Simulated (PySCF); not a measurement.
Simulated outer-valence photoelectron spectrum of `CC(=C=S)C#N`. Method used: EOM-IP-CCSD/aug-cc-pVDZ in PySCF, restricted Hartree–Fock reference, frozen core, non-relativistic, gas phase, PBE0-D3(BJ)/def2-SVP geometry.

Each root has a Gaussian of 0.8 eV full width with its one-hole share as area; cross sections and vibrations are left out, and the highest printed point is 100.

```csv
ionisation energy (eV),intensity
7.8,0
8.0,1
8.2,3
8.4,9
8.6,19
8.8,29
9.0,32
9.2,24
9.4,13
9.6,5
9.8,1
10.0,0
10.2,0
10.4,0
10.6,0
10.8,0
11.0,0
11.2,1
11.4,3
11.6,11
11.8,29
12.0,59
12.2,88
12.4,100
12.6,92
12.8,75
13.0,62
13.2,53
13.4,42
13.6,29
13.8,17
14.0,13
14.2,18
14.4,27
14.6,33
14.8,31
15.0,27
15.2,28
15.4,32
15.6,30
15.8,21
16.0,10
16.2,4
16.4,1
16.6,0
```

**Question.** Where are the maxima, and how many lines lie under the curve?

**Answer.** 4 maxima, at 8.9, 12.4, 14.6 and 15.5 eV, from 8 lines. At this width some lines have no maximum of their own.

**Question.** List the lines with their holes.

**Answer.** 
| E (eV) | leading hole (HF orbital) | area | Koopmans (eV) |
| --- | --- | --- | --- |
| 8.94 | HOMO | 0.95 | 9.32 |
| 12.20 | HOMO-1 | 0.94 | 12.54 |
| 12.40 | HOMO-2 | 0.94 | 12.94 |
| 12.41 | HOMO-3 | 0.91 | 13.17 |
| 12.91 | HOMO-5 | 0.92 | 15.31 |
| 13.38 | HOMO-4 | 0.91 | 14.56 |
| 14.60 | HOMO-6 | 0.95 | 15.98 |
| 15.49 | HOMO-7 | 0.93 | 16.92 |

The widest gap, 3.26 eV, lies between 8.94 and 12.20 eV. Only orbitals with −ε under 21 eV, eight at most, were ionised, so the high end of the curve may lack lines.
